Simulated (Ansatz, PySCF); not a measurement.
BCl3, SMILES B(Cl)(Cl)Cl. Atoms are numbered in the order given.

```xyz
4

B      0.0000     0.0000    -0.0026
Cl     1.5084    -0.8709    -0.0026
Cl    -1.5084    -0.8709    -0.0026
Cl     0.0000     1.7417    -0.0026
```

The structure is a stationary point at PBE0-D3(BJ)/def2-SVP. The isomer is the one that the SMILES or the coordinates give; other isomers of the formula were not compared.

Two levels are set side by side: PBE-D3(BJ)/def2-SVP (Ansatz, a program for electronic structure) and PBE0-D3(BJ)/def2-SVP (Ansatz). Each level has its own optimised geometry; the coordinates shown are those of the second. Frequencies come from the Hessian of PySCF at each geometry. Differences are taken from unrounded values.

```json
[
 {"quantity": "mean bond length (Å)", "PBE0-D3(BJ)": "1.742"},
 {"quantity": "bond B1–Cl2 (Å)", "PBE0-D3(BJ)": "1.742"},
 {"quantity": "bond B1–Cl3 (Å)", "PBE0-D3(BJ)": "1.742"},
 {"quantity": "bond B1–Cl4 (Å)", "PBE0-D3(BJ)": "1.742"},
 {"quantity": "highest harmonic wavenumber (cm⁻¹)", "PBE0-D3(BJ)": "1001"},
 {"quantity": "mean harmonic wavenumber (cm⁻¹)", "PBE0-D3(BJ)": "574"},
 {"quantity": "zero-point energy (kcal/mol)", "PBE0-D3(BJ)": "4.93"}
]
```

Question: What does PBE-D3(BJ) give, and how far is it from PBE0-D3(BJ)? (An estimate is asked for; the answer gives what the named calculation found.)

Answer: 
```csv
quantity,PBE-D3(BJ),PBE-D3(BJ) minus PBE0-D3(BJ)
mean bond length (Å),1.753,0.011
bond B1–Cl2 (Å),1.753,0.011
bond B1–Cl3 (Å),1.753,0.011
bond B1–Cl4 (Å),1.753,0.011
highest harmonic wavenumber (cm⁻¹),964,-37
mean harmonic wavenumber (cm⁻¹),554,-20
zero-point energy (kcal/mol),4.76,-0.17
```

GGA bonds tend to be longer and softer than those of functionals with exact exchange. Differences between two approximate levels are no errors against the true value.
